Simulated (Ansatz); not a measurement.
The C2–H7 bond of ethylamine (SMILES CCN) is stretched (multiplicity 1, the rest rigid).
Geometry at rest (charge 0, multiplicity 1):
```csv
atom,x (Å),y (Å),z (Å)
C,1.1861,0.4430,0.0237
C,0.0450,-0.5535,-0.1092
N,-1.2459,0.1305,-0.0024
H,2.1525,-0.0515,-0.0904
H,1.1004,1.2249,-0.7322
H,1.1724,0.9221,1.0066
H,0.1770,-1.3559,0.6321
H,0.0874,-1.0265,-1.0938
H,-2.0124,-0.5243,-0.1037
H,-1.3426,0.5604,0.9113
```

Correlated levels freeze the cores.

Codes used: Ansatz (Gaussian orbitals). Each number belongs to the level named beside it.

FIC-MRCISD+Q on CASSCF(2,2)/cc-pVDZ, total energies (hartree):

| R (Å) | CASSCF | MRCISD | weight c² of the reference |
|---|---|---|---|
| 1.100 | -134.278283 | -134.716256 | 0.88011 |
| 1.926 | -134.187804 | -134.619918 | 0.87865 |
| 3.521 | -134.131359 | -134.559469 | 0.87904 |

Question: Add the Davidson correction (E_MRCISD − E_CASSCF)(1 − c²)/c² and give the energies above the first point at the three levels.

Answer: 
Corrections (hartree): -0.059661, -0.059680, -0.058912. Above the first point (kcal/mol):
- R = 1.926 Å: CASSCF 56.8, MRCISD 60.5, with the correction 60.4
- R = 3.521 Å: CASSCF 92.2, MRCISD 98.4, with the correction 98.9

Ansatz is a quantum-chemistry and plane-wave program.
